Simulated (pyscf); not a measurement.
# Elimination: `[CH3][CH2][OH2+]` → `[CH4]` + `[CH2]=[OH+]`

Gas phase, singlet surface, charge 1. Bonds broken: C1–C2, O3–H9. Bonds formed: C1–H9. Optimised with ωB97X-D3(BJ)/def2-SVP in PySCF. MP2 and CC: frozen core, UHF for open shells. ΔMP2 is the change of the MP2 total energy from the triple- to the quadruple-zeta basis.

Transition state (Å):

```xyz
10

C     -1.6277    -0.0077    -0.3656
C     -0.0034     0.0183    -0.3931
O      0.5056     0.4504     0.8053
H     -2.0096    -0.1060    -1.3921
H     -1.9863    -0.7420     0.3675
H     -2.3928     0.8668    -0.0635
H      0.2476    -1.0166    -0.6754
H      0.3024     0.6961    -1.2043
H     -1.4318     1.0773     0.0603
H      0.7793    -0.2831     1.3725
```

One imaginary mode, 183i cm⁻¹; descent along it reached the two sides named, in the forms told below.

```csv
bond,change,reactant side (Å),saddle,product side
C1–C2,breaks,1.504,1.625,2.9
O3–H9,breaks,0.982,2.168,2.9
C1–H9,forms,2.7,1.182,1.104
```

Electronic energies relative to the reactant's lowest minimum found (kcal/mol):

```csv
level,barrier,reaction energy,reverse barrier
ωB97X-D3(BJ)/def2-TZVP,52.2,+31.0,21.2
PBE/def2-TZVP,47.1,+30.6,16.6
r²SCAN/def2-TZVP,49.5,+31.9,17.6
B3LYP-D3(BJ)/def2-TZVP,52.0,+29.3,22.8
PBE0-D3(BJ)/def2-TZVP,49.9,+33.8,16.1
M06-2X/def2-TZVP,52.3,+31.9,20.4
ωB97M-D3(BJ)/def2-TZVP,52.1,+30.5,21.6
HF/def2-TZVP,61.1,+22.2,38.9
MP2/def2-QZVPP,52.6,+32.6,20.0
CCSD/def2-TZVPP,55.5,+29.7,25.8
CCSD(T)/def2-TZVPP,54.2,+29.8,24.3
CCSD(T)/def2-TZVPP + ΔMP2(QZVPP),53.8,+30.5,23.3
```

With CCSD(T)/def2-TZVPP + ΔMP2(QZVPP) energies and thermal terms (ideal gas, 1 atm, RRHO with modes under 100 cm⁻¹ raised to 100, one conformer, R ln 2 for rigid chiral ones), in kcal/mol:

```json
[
 {"T (K)": "298", "ΔH‡": "49.7", "ΔG‡": "49.3", "ΔH": "+27.2", "ΔG": "+17.4"},
 {"T (K)": "600", "ΔH‡": "49.6", "ΔG‡": "48.9", "ΔH": "+26.7", "ΔG": "+7.6"},
 {"T (K)": "900", "ΔH‡": "49.3", "ΔG‡": "48.6", "ΔH": "+25.7", "ΔG": "-1.8"},
 {"T (K)": "1200", "ΔH‡": "49.1", "ΔG‡": "48.5", "ΔH": "+24.7", "ΔG": "-10.8"}
]
```

On the product side the descent ends in a complex, 5.1 kcal/mol under the separated species and 26.3 kcal/mol under the saddle at ωB97X-D3(BJ)/def2-TZVP. The same reactants have a lower exit, to H₃O⁺ + H₂C=CH₂ (highest point, the separated products, at +36.6 kcal/mol at ωB97M-D3(BJ), against +52.1 kcal/mol here). This is the saddle that the search found; another between the same sides may lie lower. The CCSD(T) − MP2 part came from Ansatz, without density fitting, on the same reference.
